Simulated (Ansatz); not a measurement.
# Structure relaxation of Cd2Mo

Method: DFT PBE, scalar-relativistic, plane waves, PAW in Ansatz 0.2.0. Cutoff 420 eV, Γ-centred k mesh, Gaussian smearing, no spin polarisation in the final step.

The start puts Cd2Mo on the fluorite structure type (Fm-3m, No. 225), with Mo in place of Ca, Cd in place of F, at a guessed volume.

```yaml
crystal:
  lattice:
    - [0.00000, 3.12658, 3.12658]
    - [3.12658, 0.00000, 3.12658]
    - [3.12658, 3.12658, 0.00000]
  atoms:
    - { symbol: Cd, position: [0.25000, 0.25000, 0.25000] }
    - { symbol: Cd, position: [0.75000, 0.75000, 0.75000] }
    - { symbol: Mo, position: [0.00000, 0.00000, 0.00000] }
```

Steps on the 6×6×6 mesh (3 atoms). 4 of 4 steps are shown, and the free energy counts from the last. Trial steps that were taken back and renewals of the plane-wave basis can be among the rows.

```json
{"step": "1", "ΔF (meV/atom)": "87.2", "V (Å³/atom)": "20.38", "P (GPa)": "12.16"}
{"step": "2", "ΔF (meV/atom)": "3.4", "V (Å³/atom)": "23.50", "P (GPa)": "-1.61"}
{"step": "3", "ΔF (meV/atom)": "0.7", "V (Å³/atom)": "23.09", "P (GPa)": "-0.36"}
{"step": "4", "ΔF (meV/atom)": "0.0", "V (Å³/atom)": "23.09", "P (GPa)": "-0.38"}
```

A final relaxation ran on a 12×12×12 mesh. The relaxed crystal, Fm-3m (No. 225):

```
Cd Mo
1.0
     0.00000    3.25555    3.25555
     3.25555    0.00000    3.25555
     3.25555    3.25555    0.00000
Cd Mo
2 1
Direct
  0.25000 0.25000 0.25000
  0.75000 0.75000 0.75000
  0.00000 0.00000 0.00000
```

- Volume per atom: 23.00 Å³
- Density: 7.72 g/cm³
- Energy over the elements: 1.13 eV/atom
- Gap on the 12×12×12 mesh: 0 eV (a metal)

Formation energies are uncorrected and refer to the elements' standard structures at the same level.

The final run used a 12×12×12 mesh on its 3-atom cell and 0.10 eV smearing. For metals, differences of a few meV/atom aren't resolved.

A structure relaxed within its symmetry needn't be a true minimum.

Cost: 3 runs of about 0.74 core-minutes in all, on Arm Neoverse V1 (shared hosts).